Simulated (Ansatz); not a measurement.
# AlBH₃ (doublet): from Hartree-Fock to the top rungs, cc-pVDZ

Aim: climb from Hartree-Fock through coupled cluster for AlBH₃ (doublet) at one geometry and basis, and see what each rung misses.

The runs use Ansatz 0.2.0, Gaussian basis; cc-pVDZ, core rule «outside noble gas», up to 6 orbitals frozen.

To be run: UHF; CCSD(T) on ROHF; CCSD(T) on UHF; BCCD(T) on ROHF; CISD; CCSDT(Q) on ROHF; CCSDT(Q) on UHF.

28 further runs of the same task are left out: 6 for a known fault of the program, 7 that didn't finish, 15 set aside as unsound or not needed.

## 1. The geometry

The geometry is a PBE0/def2-TZVP stationary point (not a proven minimum).

5 atoms, charge 0, spin multiplicity 2.

Atoms are counted from 1 here; the program's logs count them from 0.

Bond lengths: B1–Al2 1.995 Å, B1–H3 1.197 Å, B1–H4 1.197 Å, Al2–H5 1.587 Å. Angles: Al2–B1–H3 119.3°, Al2–B1–H4 119.3°, H3–B1–H4 121.4°, B1–Al2–H5 180.0°.

## 2. UHF

The input, in.yaml:

```yaml
crystal:
  periodic: [false, false, false]
  atoms:
    - {symbol: B, position_ang: [0.000000, 0.000000, 1.378062]}
    - {symbol: Al, position_ang: [0.000000, 0.000000, -0.616560]}
    - {symbol: H, position_ang: [0.000000, 1.043975, 1.963476]}
    - {symbol: H, position_ang: [0.000000, -1.043975, 1.963476]}
    - {symbol: H, position_ang: [0.000000, 0.000000, -2.203146]}
basis:
  gaussian: {orbitals: cc-pVDZ}
magnetization: {spin_polarized: true, initial_magnetization: 1}
hamiltonian: {xc: hf}
output: {orbitals: {seedname: orbitals}}
```

The run is started by

```
> ansatz run in.yaml --threads 1 --pin off --events-out ev --progress --plain --max-ram 2393MiB
```

The runs that follow: CCSD(T) on ROHF; CCSD(T) on UHF; BCCD(T) on ROHF; CISD; CCSDT(Q) on ROHF; CCSDT(Q) on UHF.

Before running them: what should the planned runs give, taken together? Wanted: UCCSDT(Q) below the RHF energy; RMP2 from UCCSDT(Q); UMP2 from UCCSDT(Q); RCCSD from UCCSDT(Q); RCCSD(T) from UCCSDT(Q); UCCSD(T) from UCCSDT(Q); RCCSDT(Q) from UCCSDT(Q); T1 diagnostic.

**Answer**, as computed:

| quantity | value |
| --- | --- |
| UCCSDT(Q) below the RHF energy | -5.0066 eV |
| RMP2 from UCCSDT(Q) | +105.6 kJ/mol |
| UMP2 from UCCSDT(Q) | +107.3 kJ/mol |
| RCCSD from UCCSDT(Q) | +17.2 kJ/mol |
| RCCSD(T) from UCCSDT(Q) | +3.9 kJ/mol |
| UCCSD(T) from UCCSDT(Q) | +3.9 kJ/mol |
| RCCSDT(Q) from UCCSDT(Q) | 0.0 kJ/mol |
| levels within 1 kcal/mol (43 meV) | RCCSD(T), UCCSD(T), BCCD(T), RCCSDT, UCCSDT, RCCSDT(Q) |
| T1 diagnostic | 0.020 |

In words: RCCSD(T) lands +3.9 kJ/mol from the yardstick (0.8 % of the correlation energy). These misses are within one basis, not against nature; the frozen cores of restricted and unrestricted runs differ, which can shift their rows.
